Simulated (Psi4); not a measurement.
# UMP3/cc-pVTZ (density fitting, density fitting for correlation) run of BN (boron nitride)

Aim: the energy change on altering one bond length of BN (boron nitride) at UMP3/cc-pVTZ (density fitting, density fitting for correlation), from 2 runs. 

Program for the calculation: Psi4 1.11.

2 further runs of the same task are left out: 1 that didn't finish, 1 set aside as unsound or not needed.

**1. The molecule**

BN has 2 atoms, charge 0, and is taken as a triplet. As SMILES, `B#N`. The coordinates come from a GFN2-xTB relaxation.

Bond lengths: B1–N2 1.268 Å.

**2. Energy and forces at UMP3/cc-pVTZ (density fitting, density fitting for correlation)**

File calc.py:

```python
import psi4

psi4.set_memory('1600 MB')
psi4.set_num_threads(1)
psi4.core.set_output_file('bn.out', False)

m = psi4.geometry("""
0 3
B      0.000000     0.000000     0.000000
N      0.000000     0.000000     1.268430
no_reorient
no_com
""")

psi4.set_options({
    'basis': 'cc-pVTZ',
    'reference': 'uhf',
    'scf_type': 'df',
    'mp_type': 'df',
})

e_tot, wfn = psi4.gradient("mp3", molecule=m, return_wfn=True)
print('gradient / Eh bohr^-1')
print(e_tot.np.round(6))
print(f'energy = {wfn.energy():.10f} Eh')
for k, v in sorted(psi4.core.scalar_variables().items()):
    print(f'{k:45s} {v:18.10f}')
```

On the command line:

```console
$ python calc.py
```

bn.out:

```text
[...]
  Running in c2v symmetry.
[...]
  Nuclear repulsion =   14.601674805428758
[...]
  Multiplicity = 3
[...]
  Nalpha       = 7
  Nbeta        = 5
[...]
    Number of basis functions: 60
[...]
   @DF-UHF iter   1:   -78.94838935173401   -9.95421e-01   1.05511e-02 ADIIS/DIIS
[...]
   @DF-UHF iter  19:   -79.01536154089570    2.84217e-14   8.31513e-11 DIIS
[...]
   @S^2 Observed:                2.032708818E+00
[...]
    Orbital Energies [Eh]
    ---------------------
    Alpha Occupied:
       1A1   -15.592309     2A1    -7.689586     3A1    -1.153792
       4A1    -0.587774     1B1    -0.520797     5A1    -0.493994
       1B2    -0.445589
    Alpha Virtual:
       2B1     0.091414     2B2     0.119888     6A1     0.188649
       7A1     0.244469     3B1     0.290223     3B2     0.299044
       8A1     0.502702     1A2     0.503863     9A1     0.528242
       4B1     0.649611    10A1     0.658034     4B2     0.665171
       5B1     0.706406     5B2     0.752394    11A1     1.069202
      12A1     1.149338     2A2     1.317652    13A1     1.318700
[...]
  @DF-UHF Final Energy:   -79.01536154089570
   => Energetics <=
    Nuclear Repulsion Energy =             14.6016748054287575
    One-Electron Energy =                -135.5092058695655055
    Two-Electron Energy =                  41.8921695232410585
    Total Energy =                        -79.0153615408956966
  UHF NO Occupations:
  HONO-2 :    1 B2 1.9853394
  HONO-1 :    5 A1 1.0000000
[...]
 Multipole Moments:
 ------------------------------------------------------------------------------------
     Multipole            Electronic (a.u.)      Nuclear  (a.u.)        Total (a.u.)
 ------------------------------------------------------------------------------------
 L = 1.  Multiply by 2.5417464519 to convert [e a0] to [Debye]
 Dipole X            :          0.0000000            0.0000000            0.0000000
 Dipole Y            :          0.0000000            0.0000000            0.0000000
 Dipole Z            :        -17.8046080           16.7788972           -1.0257109
 Magnitude           :                                                    1.0257109
[...]
	Warning: cc_lambda option is changed to TRUE
	For this residual convergence, default PCG convergence is:     1.00e-07
[...]
	DF-SCS-MP2 Total Energy (a.u.)     :   -79.25095755810324
	DF-SOS-MP2 Total Energy (a.u.)     :   -79.24903159870072
	DF-SCS(N)-MP2 Total Energy (a.u.)  :   -79.12043659924946
[...]
	DF-MP2 Total Energy (a.u.)         :   -79.25480947690826
[...]
	DF-MP3 Total Energy (a.u.)         :   -79.26849136239157
[...]
```

Wall time 2.9 s (1 thread of AMD EPYC 9R45 (Zen 5), shared host); peak memory 0.62 GiB.

**3. The distorted shape, same level**

File input.dat:

```
memory 1600 mb

molecule {
  0 3
  B      0.000000     0.000000    -0.126870
  N      0.000000     0.000000     1.268430
  units angstrom
  no_reorient
  no_com
}

set basis cc-pVTZ
set reference uhf
set scf_type df
set mp_type df

gradient("mp3")
print_variables()
```

On the command line:

```console
$ psi4 input.dat output.dat -n 1
```

output.dat:

```text
[...]
  Running in c2v symmetry.
[...]
  Nuclear repulsion =   13.273992957392675
[...]
  Multiplicity = 3
[...]
  Nalpha       = 7
  Nbeta        = 5
[...]
    Number of basis functions: 60
[...]
   @DF-UHF iter   1:   -78.92951223392237   -1.08918e+00   1.05690e-02 DIIS/ADIIS
[...]
   @DF-UHF iter  21:   -79.00462245745128    4.26326e-14   8.89836e-11 DIIS
[...]
   @S^2 Observed:                2.112131435E+00
[...]
    Orbital Energies [Eh]
    ---------------------
    Alpha Occupied:
       1A1   -15.609581     2A1    -7.720424     3A1    -1.108600
       4A1    -0.601516     1B2    -0.499720     5A1    -0.488665
       1B1    -0.404388
    Alpha Virtual:
       2B2     0.066967     2B1     0.103070     6A1     0.184313
       7A1     0.246972     3B1     0.285433     3B2     0.287668
       8A1     0.497027     9A1     0.501236     1A2     0.501243
      10A1     0.628067     4B2     0.636071     4B1     0.652598
       5B2     0.694646     5B1     0.752439    11A1     1.001833
      12A1     1.080379     2A2     1.302432    13A1     1.303924
[...]
  @DF-UHF Final Energy:   -79.00462245745128
   => Energetics <=
    Nuclear Repulsion Energy =             13.2739929573926752
    One-Electron Energy =                -132.8793706148279909
    Two-Electron Energy =                  40.6007551999840430
    Total Energy =                        -79.0046224574512621
  UHF NO Occupations:
  HONO-2 :    1 B1 1.9447572
  HONO-1 :    1 B2 1.0000000
[...]
 Multipole Moments:
 ------------------------------------------------------------------------------------
     Multipole            Electronic (a.u.)      Nuclear  (a.u.)        Total (a.u.)
 ------------------------------------------------------------------------------------
 L = 1.  Multiply by 2.5417464519 to convert [e a0] to [Debye]
 Dipole X            :          0.0000000            0.0000000            0.0000000
 Dipole Y            :          0.0000000            0.0000000            0.0000000
 Dipole Z            :        -16.6694092           15.5801494           -1.0892598
 Magnitude           :                                                    1.0892598
[...]
	Warning: cc_lambda option is changed to TRUE
	For this residual convergence, default PCG convergence is:     1.00e-07
[...]
	DF-SCS-MP2 Total Energy (a.u.)     :   -79.24311372449370
	DF-SOS-MP2 Total Energy (a.u.)     :   -79.24070207190366
	DF-SCS(N)-MP2 Total Energy (a.u.)  :   -79.11324062653505
[...]
	DF-MP2 Total Energy (a.u.)         :   -79.24793702967378
[...]
	DF-MP3 Total Energy (a.u.)         :   -79.26013523761995
[...]
```

It took 3 s on 1 thread of AMD EPYC 9R45 (Zen 5), shared host; peak memory 0.62 GiB.

**4. What came out**

Level: UMP3/cc-pVTZ (density fitting, density fitting for correlation).

| quantity | value |
| --- | --- |
| first shape: total energy | -79.26849 Eh |
| first shape: HOMO energy (Hartree–Fock orbitals) (highest over α and β) | -12.12 eV |
| first shape: LUMO energy (Hartree–Fock orbitals) (lowest over α and β) | 0.13 eV |
| first shape: correlation energy | -253.1 mEh |
| first shape: ⟨S²⟩ of the reference determinant | 2.033 |
| first shape: largest force on an atom | 2.709 eV/Å |
| distorted shape: total energy | -79.26014 Eh |
| distorted shape: HOMO energy (Hartree–Fock orbitals) (highest over α and β) | -11.00 eV |
| distorted shape: LUMO energy (Hartree–Fock orbitals) (lowest over α and β) | -0.05 eV |
| distorted shape: correlation energy | -255.5 mEh |
| distorted shape: ⟨S²⟩ of the reference determinant | 2.112 |
| distorted shape: largest force on an atom | 6.222 eV/Å |
| energy change with the B1–N2 bond stretched from 1.268 to 1.395 Å | 0.227 eV |

**Reading.** With the B1–N2 bond stretched from 1.268 to 1.395 Å the energy rises by 0.23 eV (21.9 kJ/mol). The first shape isn't relaxed at this level, so the change isn't measured from a minimum. The largest force (first shape) is 2.71 eV/Å: the shape isn't a stationary point for this species at this level. ⟨S²⟩ (distorted shape) is 2.11 where a pure triplet has 2.00: the reference is spin-contaminated.
